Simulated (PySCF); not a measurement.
**Energy profile**

The step: CH₅Al ([CH3][AlH2]) → AlH + CH₄; bonds formed: C2–H3; bonds broken: Al1–C2, Al1–H3 (atoms numbered as in the saddle structure below).

```json
{"atom": "Al1", "x (Å)": "-0.0140", "y (Å)": "1.0849", "z (Å)": "1.1449"}
{"atom": "C2", "x (Å)": "0.1272", "y (Å)": "-0.4166", "z (Å)": "-0.5225"}
{"atom": "H3", "x (Å)": "1.1366", "y (Å)": "0.8293", "z (Å)": "0.0969"}
{"atom": "H4", "x (Å)": "-1.4447", "y (Å)": "0.5495", "z (Å)": "1.5519"}
{"atom": "H5", "x (Å)": "0.9806", "y (Å)": "-0.5312", "z (Å)": "-1.1905"}
{"atom": "H6", "x (Å)": "-0.0253", "y (Å)": "-1.3482", "z (Å)": "0.0303"}
{"atom": "H7", "x (Å)": "-0.7605", "y (Å)": "-0.1678", "z (Å)": "-1.1111"}
```

Electronic energies by CCSD(T) at an estimated basis limit (MP2 extrapolated from triple and quadruple zeta, plus CCSD(T) − MP2 in triple zeta), on PBE0-D4/def2-TZVP structures; CH₅Al, singlet; no counterpoise correction. PySCF 2.14 with density fitting (its default auxiliary sets; JK sets also for MP2 and CCSD(T)); basis: def2-TZVPP and def2-QZVPP; cores frozen in the correlated methods. Extrapolation: Hartree–Fock as exp(−7.88 √X), correlation as X^−2.97.

(1) Give the profile in kJ/mol, counted from the start structure. (An estimate is asked for; the value comes from the calculation.)

The T1 diagnostic stays at or below 0.017. The restricted Hartree–Fock reference is unstable towards an unrestricted one at one or more of these structures. A large double-excitation amplitude points to some diradical character; no triplet was computed. The end structure is not quite a true minimum (one mode of 27i cm⁻¹).

## Answers

(1) The calculation gives:
| point | kJ/mol |
| --- | --- |
| start structure | 0.0 |
| saddle | 309.4 |
| end structure | 99.7 |
| separated: AlH (Al1, H4; singlet) + CH₄ (C2, H3, H5, H6, H7; singlet) | 103.7 |

Labels in which every atom is bracketed show which atoms are joined, not bond orders.

For scale, one of the runs: CCSD(T)/def2-TZVPP, 143 basis functions, launched by `OMP_NUM_THREADS=4 python run.py`. The run took 26 s on 4 CPU threads of an INTEL XEON PLATINUM 8581C (shared host), with 0.61 GiB of host memory at its peak.
